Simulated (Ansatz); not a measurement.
System: silicon monoxide, SiO (charge 0, singlet). 
Geometry from a B3LYP-D3(BJ)/def2-TZVP (Ansatz, an electronic-structure program) optimisation:
SMILES: O=[Si]
```xyz
2

Si     0.0000     0.0000    -0.5502
O      0.0000     0.0000     0.9629
```

Basis-set convergence of Hartree-Fock and CCSD correlation energies (hartree) with Ansatz. Cores are frozen in the correlated levels unless marked. Spin-orbit coupling is left out. Non-relativistic.

```json
[
 {"basis": "def2-SVPD", "functions": "47", "E(HF)": "-363.64501", "E(corr, CCSD)": "-0.28883"},
 {"basis": "def2-TZVPPD", "functions": "88", "E(HF)": "-363.84212", "E(corr, CCSD)": "-0.33904"},
 {"basis": "def2-QZVPPD", "functions": "142", "E(HF)": "-363.85384", "E(corr, CCSD)": "-0.35901"}
]
```

Extrapolating the two largest sets (X = 3 and 4) as X^-3: E(corr) = (64·(-0.35901) - 27·(-0.33904))/37 = -0.3736 Eh, an estimate of the basis-set limit. The largest set recovers 96.1 % of it, the smallest 77.3 %.
